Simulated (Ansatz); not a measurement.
Geometry optimisation, RKS PBE/cc-pVDZ in Ansatz 0.2.0.

Input:

```yaml
crystal:
  periodic: [false, false, false]
  atoms:
    - { symbol: Al, position_ang: [0.0, 0.0, 0.0] }
    - { symbol: H, position_ang: [1.0219, 0.0, 1.433] }
    - { symbol: C, position_ang: [2.1347, 0.0, 0.3896] }
    - { symbol: H, position_ang: [2.4643, -1.0462, 0.2194] }
    - { symbol: H, position_ang: [1.9982, 0.508, -0.5878] }
    - { symbol: H, position_ang: [2.9043, 0.5381, 0.9814] }
    - { symbol: C, position_ang: [-1.706, 0.0, -0.985] }
    - { symbol: H, position_ang: [-2.2662, -0.9305, -0.7558] }
    - { symbol: H, position_ang: [-2.3102, 0.8797, -0.6796] }
    - { symbol: H, position_ang: [-1.5043, 0.0508, -2.0753] }
basis:
  gaussian: { orbitals: cc-pVDZ }
hamiltonian:
  xc: pbe
relax:
  f_tol: 0.15
  max_steps: 25
  restrain:
    - { distance: [1, 2], at: 1.11, k: 30.0 }
    - { distance: [0, 1], at: 2.76, k: 30.0 }
    - { distance: [0, 2], at: 3.17, k: 30.0 }
```

Run as:

```bash
$ ansatz run input.yaml --threads 2 --pin off --max-ram 3072MiB --backend cpu --events-out ev --progress --plain --runs-dir out
```

Problem. Where does it end, and by what steps?

Solution. The forces met the threshold. The restraints hold the end off the free minimum. After 17 steps the energy has fallen by 3.986 eV (the restraints' own energy left out); Al1 moved furthest, 1.56 Å. Parted: Al1–C3 (2.17 → 3.17 Å). Joined: H2–C3 (1.53 → 1.11 Å).

```csv
step,energy less start (eV),largest force component (eV/Å),accepted
0,0.0000,3.454,yes
1,-0.2064,3.567,yes
2,-0.1728,6.738,yes
3,-0.8103,7.408,yes
4,-2.5926,2.820,yes
5,-3.4399,1.126,yes
6,-3.7839,0.596,yes
7,-3.7471,0.746,no
8,-3.8040,0.647,yes
9,-3.8242,0.558,yes
10,-3.8512,0.535,yes
11,-3.8858,0.498,yes
12,-3.8964,0.551,yes
13,-3.9291,0.368,yes
14,-3.9585,0.281,yes
15,-3.9740,0.209,yes
16,-3.9827,0.158,yes
17,-3.9863,0.157,yes
```

```xyz
10
Properties=species:S:1:pos:R:3
Al -1.015 -0.672 0.977
H 1.578 0.181 1.374
C 1.995 0.110 0.349
H 1.955 -0.944 0.010
H 1.421 0.750 -0.349
H 3.050 0.447 0.368
C -1.467 -0.062 -0.911
H -2.321 -0.673 -1.301
H -1.820 1.001 -0.920
H -0.640 -0.138 -1.658
```

Time of the run: 20 s on 2 threads of Arm Neoverse V2, with other jobs on the host, peak memory 0.12 GiB.
